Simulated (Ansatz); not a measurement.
**Si₂H₄S (SMILES [SiH3][SiH]=S): functionals against CCSD(T) at one geometry**

An exercise on one series of results from a longer session: the logs are not shown, and one member is left open.

Program: Ansatz 0.2.0, Gaussian basis. Level of theory: single points in def2-TZVPP. These are calculated values, not measurements.

Correlated methods freeze the cores.

### The starting structure

SMILES `[SiH3][SiH]=S`, 7 atoms, charge 0, spin multiplicity 1.

Atoms are counted from 1 here; the program's logs count them from 0.

Bond lengths: Si1–Si2 2.278 Å, Si1–H4 1.713 Å, Si1–H5 1.698 Å, Si1–H6 1.477 Å, Si2–S3 2.105 Å, Si2–H7 1.450 Å. Angles: Si2–Si1–H4 103.7°, Si2–Si1–H5 109.5°, Si2–Si1–H6 117.4°, H4–Si1–H5 98.8°, H4–Si1–H6 105.9°, H5–Si1–H6 118.6°, Si1–Si2–S3 123.6°, Si1–Si2–H7 120.3°, S3–Si2–H7 115.9°.

Geometry (Å):

```
Si   -0.77030    0.61060   -0.25250
Si    1.01550   -0.70090    0.27520
S     2.21760   -0.40350    1.97780
H    -1.77930   -0.42750   -1.16850
H    -0.33180    1.69670   -1.48140
H    -1.60300    1.10390    0.86260
H     1.44940   -1.74650   -0.63100
```

The first run:

Input file run/in.yaml:

```yaml
crystal:
  periodic: [false, false, false]
  atoms:
    - {symbol: Si, position_ang: [-0.770300, 0.610600, -0.252500]}
    - {symbol: Si, position_ang: [1.015500, -0.700900, 0.275200]}
    - {symbol: S, position_ang: [2.217600, -0.403500, 1.977800]}
    - {symbol: H, position_ang: [-1.779300, -0.427500, -1.168500]}
    - {symbol: H, position_ang: [-0.331800, 1.696700, -1.481400]}
    - {symbol: H, position_ang: [-1.603000, 1.103900, 0.862600]}
    - {symbol: H, position_ang: [1.449400, -1.746500, -0.631000]}
basis:
  gaussian: {orbitals: def2-TZVPP}
correlation: {method: ccsd_t}
output: {forces: true}
```

No record of the launch command was kept for these runs.

Steps of the session up to this table: CCSD(T)/def2-TZVPP; PBE0-D4/def2-TZVPP; wB97M-V/def2-TZVPP; r2SCAN-D4/def2-TZVPP; PBE-D4/def2-TZVPP; wB97X-V/def2-TZVPP; revPBE-D4/def2-TZVPP.

One of the session's tables, all rows but one given; the rest of the session is left out.

| method | RMS force component (eV/Å) | angle to CCSD(T) forces (°) | dipole (D) |
| --- | --- | --- | --- |
| CCSD(T) | 1.601 | reference | 2.74 |
| PBE0-D4 | 1.635 | 4.7 | 3.17 |
| wB97M-V | ? | ? | ? |
| r2SCAN-D4 | 1.590 | 3.5 | 3.05 |
| PBE-D4 | 1.464 | 5.6 | 2.85 |
| wB97X-V | 1.789 | 5.0 | 3.44 |
| revPBE-D4 | 1.417 | 6.5 | 2.83 |

Q: Estimate the row for wB97M-V from the others.

The run gave: RMS force component (eV/Å): 1.727; angle to CCSD(T) forces (°): 4.3; dipole (D): 3.22. In the column «RMS force component (eV/Å)» it lies between PBE0-D4 (1.635) and wB97X-V (1.789).
